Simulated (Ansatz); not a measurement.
# AlNH (sextet): wave-function methods side by side, cc-pVTZ

How much of the correlation energy of AlNH (sextet) does each wave-function method recover here?

Computed with Ansatz 0.2.0, Gaussian basis. Level: cc-pVTZ, correlated electrons: outside noble gas.

The runs, in order: UHF; CCSD(T) on ROHF; CCSD(T) on UHF; BCCD(T) on ROHF; CCSDT(Q) on ROHF; CCSDT(Q) on UHF.

**1. The geometry**

The geometry is a PBE0/def2-TZVP stationary point (not a proven minimum) of the parent state, kept for this charge and spin.

3 atoms, charge 0, spin multiplicity 6.

Atoms are counted from 1 here; the program's logs count them from 0.

Bond lengths: Al1–N2 1.909 Å, N2–H3 1.029 Å. Angles: Al1–N2–H3 108.4°.

In the tables R marks a restricted open-shell determinant and U an unrestricted one; correlation energies count from the lowest restricted Hartree-Fock solution.

**2. UHF**

File in.yaml:

```yaml
crystal:
  periodic: [false, false, false]
  atoms:
    - {symbol: Al, position_ang: [0.000000, -0.031887, 0.689947]}
    - {symbol: N, position_ang: [0.000000, 0.120874, -1.212902]}
    - {symbol: H, position_ang: [0.000000, -0.826124, -1.614269]}
basis:
  gaussian: {orbitals: cc-pVTZ}
magnetization: {spin_polarized: true, initial_magnetization: 5}
hamiltonian: {xc: hf}
output: {orbitals: {seedname: orbitals}}
```

On the command line:

```bash
> ansatz run in.yaml --threads 1 --pin off --events-out ev --progress --plain --max-ram 2560MiB --backend cpu
```

Further steps of the session: CCSD(T) on ROHF; CCSD(T) on UHF; BCCD(T) on ROHF; CCSDT(Q) on ROHF; CCSDT(Q) on UHF.

**Question.** What will the summary of the whole plan be? Wanted: correlation energy, UCCSDT(Q); RMP2 from UCCSDT(Q); UMP2 from UCCSDT(Q); RCCSD from UCCSDT(Q); RCCSD(T) from UCCSDT(Q); UCCSD(T) from UCCSDT(Q); RCCSDT(Q) from UCCSDT(Q); T1 diagnostic.

The runs gave:

| quantity | value |
| --- | --- |
| correlation energy, UCCSDT(Q) | -5.1564 eV |
| RMP2 from UCCSDT(Q) | +803.7 meV |
| UMP2 from UCCSDT(Q) | +809.5 meV |
| RCCSD from UCCSDT(Q) | +159.6 meV |
| RCCSD(T) from UCCSDT(Q) | +26.3 meV |
| UCCSD(T) from UCCSDT(Q) | +22.4 meV |
| RCCSDT(Q) from UCCSDT(Q) | +4.4 meV |
| levels of the table within 1 kcal/mol (43 meV) | RCCSD(T), UCCSD(T), BCCD(T), RCCSDT, UCCSDT, RCCSDT(Q) |
| T1 diagnostic | 0.018 |

**Reading.** RCCSD(T) lands +26.3 meV from the yardstick (0.5 % of the correlation energy). These misses are within one basis, not against nature; the frozen cores of restricted and unrestricted runs differ, which can shift their rows.
